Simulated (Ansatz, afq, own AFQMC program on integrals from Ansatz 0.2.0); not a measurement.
CH3Br, triplet: AFQMC among the cluster methods

```yaml
atoms:
  - { symbol: Br, position_ang: [-0.4942, 0.0000, 0.0000] }
  - { symbol: H, position_ang: [1.1148, 0.0000, 0.0000] }
  - { symbol: C, position_ang: [2.6758, 0.0000, 0.0000] }
  - { symbol: H, position_ang: [3.0902, 0.0000, 0.9962] }
  - { symbol: H, position_ang: [3.0902, 0.0000, -0.9962] }
```

Connectivity, by distances: BrH ··· CH2.

Basis cc-pVTZ. Only valence electrons are correlated. Integrals, coupled cluster, full CI and functionals: Ansatz 0.2.0; the random walks run on the same integrals in our own AFQMC program. ph-AFQMC/CISD is guided by a CISD state made of CCSD amplitudes; releasing the constraint for a short imaginary time cuts its bias at the price of noise, slowly where states lie close. Error bars are statistical, one sigma. No spin–orbit coupling.

Determinant: UHF, the one that the program's search chose, which needn't be the lowest solution. The geometry is a point of a scan.

No full CI on the walks' own integrals is used here. The released AFQMC energy serves as the reference, which it does only where one determinant dominates, the energy is flat over the last release times and near the phaseless one (40 meV or 2 meV an electron, half that with transition metals). On small molecules, where full CI could be run and the noise was under 10 meV, such values lay within 10 meV of it in 19 cases of 20, a flattering rate, since the rule was set on those same cases; what remains of the bias isn't in the error bar.

Cautions: no relativity below Rb; no spin-orbit coupling; inner d shell frozen; lower spins were not checked; unrestricted determinant slightly spin contaminated (⟨S²⟩ 2.06 against 2.00); the released value is read at 2.40 1/Eh with a noise of 11 meV, more than in the cases checked (meV from the phaseless value at times in 1/Eh: -5 ± 6 at 0.24, -15 ± 5 at 0.51, -17 ± 5 at 0.99, -2 ± 6 at 1.62, 5 ± 11 at 2.40).

* T1 diagnostic: 0.0155
* weight of the determinant in the CISD state: 0.865
* ⟨S²⟩ of the determinant: 2.060
* size of the correlated space: 14 electrons in 100 orbitals

Reference: AFQMC with the constraint released, correlation energy -9.635 ± 0.011 eV.

| level | E − E(reference) (meV) | share of correlation (%) |
| --- | --- | --- |
| HF | 9634.8 ± 10.8 | 0.00 |
| MP2 | 1407.6 ± 10.8 | 85.39 |
| CCSD | 348.0 ± 10.8 | 96.39 |
| CCSD(T) | 25.0 ± 10.8 | 99.74 |
| ph-AFQMC/HF | -3.7 ± 27.9 | 100.04 |
| ph-AFQMC/CISD | -5.4 ± 12.1 | 100.06 |

A walk keeps the symmetry of its determinant, which the program's search chose and which needn't be the lowest solution, so a lower state of the same spin and another symmetry isn't excluded. Released energies are given only where the last usable release times agree within the noise; a slower fall can still hide under it.
